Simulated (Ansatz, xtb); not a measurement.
Relaxing a trial structure of FH2SSi−

The starting geometry of this gas-phase singlet has its atoms placed at random.

```xyz
5

F    -1.3224    0.0341   -1.5546
S     0.2424   -1.6911   -0.1514
Si   -1.1265   -0.1563   -0.0993
H    -0.8825   -0.7257    1.1343
H    -0.2714    0.7973   -1.2013
```

Question: One run relaxed it with r2SCAN-D4/def2-SVPD. What is a likely outcome?

Answer: It ends as `F[SiH2][S-]`. Distances that change by over a tenth: F1–Si3 (1.48 → 1.69 Å), Si3–H5 (1.69 → 1.51 Å).

The energy falls by 7.60 eV over 9 steps:

```json
{"step": "1", "E − E(last) (eV)": "7.601"}
{"step": "2", "E − E(last) (eV)": "4.248"}
{"step": "3", "E − E(last) (eV)": "2.298"}
{"step": "4", "E − E(last) (eV)": "1.118"}
{"step": "5", "E − E(last) (eV)": "0.453"}
{"step": "6", "E − E(last) (eV)": "0.064"}
{"step": "7", "E − E(last) (eV)": "0.003"}
{"step": "8", "E − E(last) (eV)": "0.001"}
{"step": "9", "E − E(last) (eV)": "0.000"}
```

Final geometry (Å):

```xyz
5

F    -1.9207   -0.3181   -1.4302
S     0.5776   -1.9679   -0.4140
Si   -0.6367   -0.3362   -0.3357
H    -1.3857   -0.1155    0.9595
H     0.0051    0.9961   -0.6520
```

From the same start GFN2-xTB reaches the same bonding as this run.

From so rough a start the end depends on the optimiser's path, so another program may land elsewhere. The end wasn't checked by frequencies. Run with Ansatz 0.2.0, 53 s on 1 thread of AMD EPYC (Zen 3) (shared host).
